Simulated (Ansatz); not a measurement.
System: C$_{3}$H$_{3}$, net charge -1, singlet state. It need not be the lowest isomer of its formula. Whether it binds its extra electron was not tested at this geometry. SMILES: [C-]#CC
Structure (B3LYP-D3(BJ)/def2-TZVP (Ansatz, a first-principles code) minimum search):
```xyz
6

C      0.0046    -0.0025     0.3349
C      0.0216    -0.0117     1.5723
C     -0.0155     0.0084    -1.1294
H     -0.0179     1.0267    -1.5482
H      0.8559    -0.4989    -1.5715
H     -0.9021    -0.4930    -1.5473
```
Charge -1, spin multiplicity 1.

Parts of the frozen-core correlation energy in STO-3G (Ansatz, hartree). Frozen orbitals: 3; correlated occupied orbitals by spin: 8 and 8; virtual: 7 and 7. Spin-orbit coupling is left out. No relativistic terms.

| term | value |
|---|---|
| reference (HF) | -113.65187 |
| MP2 opposite-spin | -0.15098 |
| MP2 same-spin | -0.03789 |
| CCSD correlation | -0.21422 |
| (T) | -0.00342 |
| T1 diagnostic | 0.010 |
| largest doubles amplitude | 0.110 |
